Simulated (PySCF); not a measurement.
Bonds: B1-C2 1.563 Å, B1-C6 1.563 Å. B1 carries H10; C2 carries H3, H4, H5; C6 carries H7, H8, H9.

Geometry: PBE0-D3(BJ)/def2-SVP; GIAO shifts from PySCF 2.14, gas phase, non-relativistic, averaged over equivalent atoms.

At PBE0/pcSseg-1 (86 basis functions, 4 s wall time on 1 thread of an Arm Neoverse V1, shared host):
| atoms | δ (ppm) |
| --- | --- |
| B1 | 88.5 |
| C2/C6 | 18.2 |
| H10 | 7.55 |
| H3/H4/H5/H7/H8/H9 | 1.13 |

δ = σ(ref) − σ, references computed at the same level: 11B (σ = 100.73 ppm) against BF3·OEt2; 13C (σ = 184.41 ppm), 1H (σ = 31.27 ppm) vs TMS.

Q: Predict the values at B3LYP/pcSseg-1 on the same geometry.

A: 
```csv
atoms,δ at B3LYP/pcSseg-1,change
B1,89.4,+0.9
C2/C6,17.8,-0.4
H10,7.38,-0.17
H3/H4/H5/H7/H8/H9,1.10,-0.03
```

δ = σ(ref) − σ, references computed at the same level: BF3·OEt2 for 11B (σref 97.83); 13C (σref 179.24), 1H (σref 31.38) vs TMS.

The largest change is at B1 (boron bonded to 2 C, H). Cost: 86 basis functions, 2.9 s wall time on 1 thread of an Arm Neoverse V1, shared host.

A carbon bonded to boron is broadened by the quadrupolar boron nucleus and is often missing from a measured spectrum.
